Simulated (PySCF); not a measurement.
1,3,5-triazine, C3H3N3.
Z-matrix (Å and degrees, PBE0-D3(BJ)/def2-SVP geometry), rows numbered from 1:
```
C 
N   1  1.3295
C   2  1.3294  1  114.48
N   3  1.3295  2  125.50  1     0.06
C   4  1.3293  3  114.50  2     0.03
N   1  1.3294  2  125.53  3    -0.08
H   1  1.0973  2  117.24  3   179.86
H   3  1.0974  2  117.23  1  -179.89
H   5  1.0972  4  117.25  3   179.93
```

Computed with PySCF at PBE0/pcSseg-1 and CAM-B3LYP/def2-SVPD, non-relativistic, on one gas-phase PBE0-D3(BJ)/def2-SVP geometry that isn't relaxed in the solvent. The solvent is an IEF-PCM continuum (van der Waals radii × 1.2). Only the electrostatic response of the medium enters.

Gas phase at PBE0/pcSseg-1: HOMO -8.11 eV, LUMO -1.68 eV, dipole 0.00 D.

Q: What does the continuum do to the energy, the frontier levels and the dipole at PBE0/pcSseg-1 in chloroform?

A: 
```json
{"solvent": "chloroform", "ε": "4.711", "E(solvent) − E(gas) (kJ/mol)": "-18.68", "polarisation term (kJ/mol)": "-19.79", "distortion of the solute (kJ/mol)": "1.11", "HOMO (eV)": "-8.14", "LUMO (eV)": "-1.60", "dipole (D)": "0.00"}
```

Polarisation term: ½ Σ q·V over the induced surface charges. Distortion: the rise of the solute's own energy as its density leaves the gas-phase optimum. Charge and dipole vanish, so a point-dipole model would give no lowering at all.

Q: Which ESP-fitted charges (PBE0/pcSseg-1) respond most in chloroform (means over atoms taken as equivalent)?

A: 
| atoms | environment | gas (e) | solvent (e) | change |
| --- | --- | --- | --- | --- |
| N2/N4/N6 | pyridine-type nitrogen | -0.936 | -0.986 | -0.050 |
| C1/C3/C5 | aromatic CH next to a ring nitrogen | +0.940 | +0.985 | +0.045 |
| H7/H8/H9 | aromatic hydrogen | -0.005 | +0.001 | +0.006 |

Q: How do the nuclear quadrupole coupling constants eQVzz/h respond in chloroform?

A: 
```json
{"nucleus": "14N at N2", "Q (barn)": "0.02044", "gas (MHz)": "-5.14", "solvent (MHz)": "-5.00", "η gas": "0.40", "η solvent": "0.38"}
{"nucleus": "14N at N4", "Q (barn)": "0.02044", "gas (MHz)": "-5.14", "solvent (MHz)": "-5.00", "η gas": "0.40", "η solvent": "0.38"}
{"nucleus": "14N at N6", "Q (barn)": "0.02044", "gas (MHz)": "-5.14", "solvent (MHz)": "-5.00", "η gas": "0.40", "η solvent": "0.38"}
```

Gas phase at CAM-B3LYP/def2-SVPD: HOMO -9.60 eV, LUMO -0.57 eV, dipole 0.00 D.

Q: What does the continuum do to the energy, the frontier levels and the dipole at CAM-B3LYP/def2-SVPD in chloroform?

A: 
```tsv
solvent	ε	E(solvent) − E(gas) (kJ/mol)	polarisation term (kJ/mol)	distortion of the solute (kJ/mol)	HOMO (eV)	LUMO (eV)	dipole (D)
chloroform	4.711	-17.40	-18.72	1.32	-9.62	-0.49	0.00
```

Q: How does the static polarisability (CAM-B3LYP/def2-SVPD, frozen core, with the continuum's full static response) change?

A: 
```json
{"medium": "gas", "isotropic (au)": "50.0", "principal values (au)": "31.8, 59.1, 59.1", "⟨r²⟩ of the electrons (bohr²)": "386.1"}
{"medium": "chloroform", "isotropic (au)": "62.0", "principal values (au)": "38.1, 74.0, 74.0", "⟨r²⟩ of the electrons (bohr²)": "386.1"}
```

The isotropic value in chloroform is 1.24 times the gas-phase one; no cavity-field correction is applied. ⟨r²⟩ is taken about the centre of nuclear charge.
